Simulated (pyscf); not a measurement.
germane (GeH₄) + hydrogen fluoride (HF) + hydrogen fluoride (HF) → F–GeH₃ + hydrogen (H₂) + hydrogen fluoride (HF), a multi-bond step (singlet surface; Ge–H, F–H, F–H broken, F–Ge, H–H, F–H formed). Single points on ωB97X-D3(BJ)/def2-SVP structures (PySCF, gas phase). Energies in kcal/mol from the separated reactants.

AM1 to PM7: differences of heats of formation from MOPAC, which are fitted to 298 K values and so differ in kind from electronic energies by zero-point and thermal terms. 

Problem. Quick PM6 single points give ΔE‡ = 44.9 kcal/mol and ΔE = -30.4 kcal/mol. What does ωB97M-D3(BJ)/def2-TZVP give, and how far is the quick result from it?

Solution. ωB97M-D3(BJ)/def2-TZVP gives ΔE‡ = 28.9 kcal/mol and ΔE = -8.7 kcal/mol. PM6 lies 16.1 kcal/mol over it in the barrier and 21.7 kcal/mol under it in the reaction energy, so on this step it does not hold to within 3.0 kcal/mol. ωB97M-D3(BJ)/def2-TZVP has limits of its own. On the reactant side the descent ends in a bound adduct, 8.6 kcal/mol under the separated species and 36.9 kcal/mol under the saddle at ωB97X-D3(BJ)/def2-TZVP. On the product side the descent ends in a bound adduct (not fully relaxed), 8.1 kcal/mol under the separated species and 46.2 kcal/mol under the saddle at ωB97X-D3(BJ)/def2-TZVP. One saddle was located; it need not be the lowest between these sides. In the def2 sets elements up to Kr have no core potential.
